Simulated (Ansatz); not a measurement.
A made-up structure of Si2H3O (charge +1), singlet:

O1  (-0.904, -0.382, 0.400)
Si2  (0.208, -1.204, -0.473)
Si3  (0.148, 0.940, 0.193)
H4  (-0.104, -2.637, -0.719)
H5  (-0.282, 1.958, -0.776)
H6  (1.071, -2.189, 0.076)
(Å)

It is relaxed with PBE-D4/def2-SVP and then PBE0-D4/def2-TZVP (Ansatz 0.2.0). Atoms count as bonded within 1.22 times the sum of their covalent radii (H–H: 0.88 Å). The end point is not checked to be a true minimum.

Problem. Does its bonding change? (A judgement: the text doesn't fix the answer.)

Solution. Computed: No: no bond forms or breaks.

Where it ends: The first stage lowers the energy by 3.45 eV in 11 steps. It ends as Si₂H₃O ([O]1[SiH][SiH2]1), total charge +1:
```xyz
6
angstrom
O -0.7441 -0.3392 0.4722
Si 0.2491 -1.5301 -0.2309
Si 0.0512 0.6888 -0.5199
H -0.4054 -2.4192 -1.2013
H -0.3620 2.1137 -0.4285
H 1.3475 -2.0268 0.6102
```

Labels in which every atom is bracketed show which atoms are joined, not bond orders.

For scale, one of the runs: PBE0-D4/def2-TZVP relaxation, 123 basis functions, launched by `ansatz run in.yaml --threads 2 --pin off --events-out ev --progress --plain --max-ram 4352MiB`. The run took about 11 s on 2 CPU threads of an Arm Neoverse V2 (shared host).
